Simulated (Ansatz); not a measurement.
What does this script print? It uses Ansatz's Python interface.

`c2h5n_scan.py`:
```python
import ansatz as az
import numpy as np

GEOMETRY = """
C     0.77560   -0.10000    0.02590
C    -0.63700   -0.45440    0.00540
N    -0.19770    0.82200   -0.58810
H     1.17060    0.26550    0.99950
H     1.40620   -0.60290   -0.73680
H    -0.93450   -1.19020   -0.77070
H    -1.18420   -0.32520    0.96540
H    -0.39910    1.58500    0.09940
"""


def main() -> None:
    system = az.Crystal.molecule()
    for line in GEOMETRY.strip().splitlines():
        symbol, *xyz = line.split()
        system = system.atom(symbol, [float(v) for v in xyz])

    symbols = [site.symbol for site in system.cartesian_sites]
    start = np.array([site.position_ang for site in system.cartesian_sites])
    axis = (start[3] - start[0]) / np.linalg.norm(start[3] - start[0])
    moving = [3]
    lengths, energies = [0.979, 1.023, 1.068, 1.112, 1.157, 1.201, 1.246, 1.313], []
    for length in lengths:
        xyz = start.copy()
        xyz[moving] += (length - np.linalg.norm(start[3] - start[0])) * axis
        point = az.Crystal.molecule()
        for symbol, xyz in zip(symbols, xyz):
            point = point.atom(symbol, xyz.tolist())
        model = point.calculation().basis(gaussian="cc-pVDZ").functional("cam_b3lyp")
        rep = model.run(threads=1, backend="cpu").report
        energies.append(rep["free_energy_ev"])
        print(f"r = {length:6.3f} A  E = {energies[-1]:.5f} eV  <S^2> = {abs(rep['mean_field']['state']['spin_squared']):.3f}")

    fit = np.polynomial.Polynomial.fit(lengths, np.array(energies) - min(energies), 4).convert()
    roots = [r.real for r in fit.deriv().roots() if abs(r.imag) < 1e-9 and fit.deriv(2)(r.real) > 0]
    r_e = min(roots, key=lambda r: abs(r - lengths[int(np.argmin(energies))]))
    print(f"minimum of the fit at {r_e:.4f} A, force constant {fit.deriv(2)(r_e):.2f} eV/A^2")


if __name__ == "__main__":
    main()
```

```console
$ python c2h5n_scan.py
r =  0.979 A  E = -3641.75842 eV  <S^2> = 0.000
r =  1.023 A  E = -3641.94048 eV  <S^2> = 0.000
r =  1.068 A  E = -3642.02336 eV  <S^2> = 0.000
r =  1.112 A  E = -3642.02582 eV  <S^2> = 0.000
r =  1.157 A  E = -3641.96633 eV  <S^2> = 0.000
r =  1.201 A  E = -3641.86172 eV  <S^2> = 0.000
r =  1.246 A  E = -3641.71882 eV  <S^2> = 0.000
r =  1.313 A  E = -3641.45830 eV  <S^2> = 0.000
minimum of the fit at 1.0911 A, force constant 35.17 eV/A^2
```

Caveats:
- Total energies depend on the basis set; only differences at equal settings carry meaning.
- The rest of the molecule is held rigid at a force-field or estimated start geometry, and the basis set is modest; single-reference methods fail as a bond breaks.
- The orbitals are restricted, so S² is zero by construction.
- Timing: 6.5 s on 1 thread of Intel(R) Xeon(R) 6975P-C (Granite Rapids), with other jobs on the host, peak memory 0.2 GiB.

(Lines on the test bed's own set-up are left out of the output.)
